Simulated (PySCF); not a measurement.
Does the answer move with the share of exact exchange?

C4H7ClO.
SMILES: `C=C(Cl)COC`

Torsions of this conformer, `[CH2:1]=[C:2]([Cl:3])[CH2:4][O:5][CH3:6]`: C1–C2–C4–O5 1°, C2–C4–O5–C6 -179°.

PySCF, pcSseg-1 basis, density fitting, gas phase, PBE0-D3(BJ)/def2-SVP geometry. One functional is left out:

| functional | exact exchange (%) | HOMO energy (eV) | LUMO energy (eV) | dipole moment (D) |
| --- | --- | --- | --- | --- |
| B97-D | 0 | -6.10 | -0.84 | 1.863 |
| BLYP | 0 | -5.97 | -0.79 | 1.819 |
| BP86 | 0 | -6.24 | -1.03 | 1.884 |
| LDA | 0 | -6.26 | -1.14 | 1.932 |
| OPBE | 0 | -6.09 | -0.84 | 1.856 |
| PBE | 0 | -6.13 | -0.93 | 1.851 |
| B3LYP | 20 | -7.08 | -0.15 | 1.902 |
| B97-2 | 21 | -7.07 | 0.01 | 1.932 |
| mPW1PW91 | 25 | -7.34 | 0.05 | 1.949 |
| BHandHLYP | 50 | -8.31 | 1.22 | 1.989 |

Question: Predict the row of PBE0 (25 % exact exchange) by straight lines through the other rows, and check it.

Answer: 
| property | line | computed | computed − line | mPW1PW91 (25 %), for comparison |
| --- | --- | --- | --- | --- |
| HOMO energy (eV) | -7.26 | -7.32 | -0.06 | -7.34 |
| LUMO energy (eV) | 0.12 | 0.07 | -0.05 | 0.05 |
| dipole moment (D) | 1.932 | 1.944 | +0.012 | 1.949 |

Question: Which of these properties follows the share of exact exchange most closely, and which least?

Answer: Most closely the HOMO energy, least the dipole moment; the correlations over the tabulated rows are HOMO energy -0.993, LUMO energy 0.989, dipole moment 0.825. The HOMO energy moves by -0.445 eV for every 10 %. Functionals with the same share still differ in their other parts: at 0 % BLYP and LDA differ by 0.29 eV in it.
